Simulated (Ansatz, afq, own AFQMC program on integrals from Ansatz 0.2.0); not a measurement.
Integrals from Ansatz 0.2.0, then the random walk in our own AFQMC program (afq).

```yaml
crystal:
  periodic: [false, false, false]
  atoms:
    - {symbol: W, position_ang: [0.000000, 0.000000, 0.000000]}
    - {symbol: C, position_ang: [0.000000, 0.000000, 1.505000]}
basis:
  gaussian: {orbitals: def2-SVP}
magnetization: {spin_polarized: true, initial_magnetization: 2}
correlation: {method: ccsd_t, electrons: outside_noble_gas, hamiltonian_folder: ham}
```

```sh
$ ansatz run in.yaml --threads 1 --pin off --events-out ev --progress --plain --max-ram 1382MiB
```

Options of the walk:

```
--method phaseless --trial cisd --walkers 60 --populations 1 --least-time 40 --time-step 0.005 --steps-per-block 50 --equilibration-blocks 40 --max-blocks 300 --target-error 0.00038 --factor-cut 1e-05 --start spin_pure --seed 5404 --release-times 0.24,0.6,1.2,2,3,4.2 --release-step 0.04 --release-every 4 --taylor-order 6
```

Times are imaginary, in 1/Eh. The walk had a cap of 2202 s. Core potentials past Kr, no spin–orbit coupling.

Log:

```
orbitals 41  electrons 6 4  factors 347 of 463
reference energy -103.95611363 Eh
CCSD correlation -0.25957368 Eh in 15 cycles, weight of the determinant in the CISD state 0.8538
energy of the start -104.211344 Eh
 block  time / (1/Eh)  mean weight  energy / Eh
     1     0.250  1.0026  -104.209964
     2     0.500  1.0012  -104.215526
     3     0.750  0.9990  -104.221503
     4     1.000  0.9968  -104.222253
     5     1.250  0.9995  -104.224642
     7     1.750  0.9989  -104.239364
     9     2.250  1.0004  -104.225233
    17     4.250  0.9999  -104.224295
    33     8.250  1.0016  -104.223478
    49    12.250  1.0019  -104.239504
    65    16.250  0.9977  -104.239374
    81    20.250  1.0015  -104.233154
    97    24.250  0.9997  -104.229703
   113    28.250  0.9982  -104.224765
   129    32.250  1.0003  -104.236277
   145    36.250  0.9998  -104.240792
   161    40.250  1.0004  -104.227991
   169    42.250  1.0000  -104.258575
   177    44.250  1.0019  -104.240818
   193    48.250  1.0002  -104.257296
   209    52.250  0.9999  -104.233997
   217    54.250  0.9995  -104.214592
   225    56.250  1.0042  -104.226210
   241    60.250  0.9958  -104.243423
   257    64.250  0.9991  -104.221583
   273    68.250  0.9995  -104.223197
   289    72.250  0.9992  -104.221357
   305    76.250  1.0014  -104.226982
   321    80.250  0.9996  -104.226425
   337    84.250  0.9988  -104.221540
blocks merged  error / Eh  count
     1  0.000618  300
     2  0.000776  150
     4  0.000905  75
     8  0.001067  37
    16  0.001026  18
    32  0.001015  9
released: time / (1/Eh)  energy / Eh  error  mean overlap
  0.24  -104.231835  0.000930  1.0065
  0.60  -104.231621  0.000853  1.0083
  1.20  -104.229569  0.000805  1.0149
  2.00  -104.231506  0.001116  1.0040
  3.00  -104.230420  0.001315  1.0070
  4.20  -104.229996  0.002009  1.0306
energy -104.232326 +/- 0.001067 Eh
(rows thinned)
```

The run passed its tests (sampling time, drift between the halves within three errors, error under three times the target), which doesn't prove that it has relaxed.

Against this walk (error 29.0 meV) on the same determinant: CCSD(T) 75.4 meV higher, CCSDT(Q) 10.8 meV higher (within the noise). The error is statistical and leaves out the bias of the constraint. None of these is a sure reference here. Released to 4.20 1/Eh the energy moves by 63 ± 62 meV (both errors), within twice the noise.

Cautions: constraint bias not in the error; error above the target (29.0 against 10.3 meV); no spin-orbit coupling; outer-core shells of the metal frozen; lower spins were not checked; higher spins were not checked; unrestricted determinant slightly spin contaminated (⟨S²⟩ 2.09 against 2.00).

The walk took 5.2 min on 1 thread of AMD EPYC 9R45 96-Core Processor (Zen 5) (shared host). The log's last line is the phaseless energy.

CCSDT and higher add their correlation energy to the determinant of the CCSD(T) run, since their own runs factorise the integrals more tightly (a shift of under 2 meV). A walk keeps the symmetry of its determinant, which the program's search chose and which needn't be the lowest solution, so a lower state of the same spin and another symmetry isn't excluded.
